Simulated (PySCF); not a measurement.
# CH5N (methylamine): the cost of one run

Computed with PySCF 2.14.0, with density-fitted response routines of our own, on a single molecule, in the gas phase or a continuum. Atoms count from 0, in the outputs and in this text.

**1. The molecule as given**

7 atoms, charge 0, multiplicity 1; geometry from: GFN2-xTB. The atoms were then displaced at random by about 0.01 Å, so the start is not that level's minimum.

Bonds of the start (Å): C0–N1 1.43, C0–H2 1.09, C0–H3 1.09, C0–H4 1.12, N1–H5 1.01, N1–H6 1.02.

**2. Relaxing the molecule at PBE0-D3(BJ)/def2-SVP**

The job: settings as JSON, then the geometry in Å.

```
{"job": {"xc": "PBE0", "basis": "def2-SVP", "d3": "d3bj", "grid": 1, "shake": 0.01, "kind": "geom"}, "charge": 0, "multiplicity": 1}
C     -0.551360     0.014310     0.002670
N      0.847110     0.102290     0.273180
H     -1.083680    -0.471630     0.818150
H     -0.797220    -0.482390    -0.936470
H     -0.963740     1.049170    -0.070840
H      1.238340    -0.822740     0.342460
H      1.344500     0.581890    -0.479070
```

On the command line:

```bash
$ OMP_NUM_THREADS=1 python probes_run.py task.json out
```

The driver reads the jobs from task.json and runs them one after another.

Q: Estimate the wall time and peak memory of this first job on 1 thread of Arm Neoverse V2, shared host.

About 1.6 s, with a peak of 0.27 GiB.
